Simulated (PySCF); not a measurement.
All values below come from PySCF with B3LYP-D3(BJ)/def2-TZVP. Isolated molecules, 0 K electronic values unless said otherwise. B3LYP has the VWN-RPA correlation part, as in Gaussian. 

Reference species (SMILES): `CO` (neutral, multiplicity 1).

```json
{
  "dipole_moment": "1.70 D"
}
```

Changed species: `O[SiH3]` (whole molecule; the reference has whole molecule).

**Question.** What does the change do to the dipole moment?

**Answer.** the dipole moment decreases by 0.34 D, to 1.36 D.
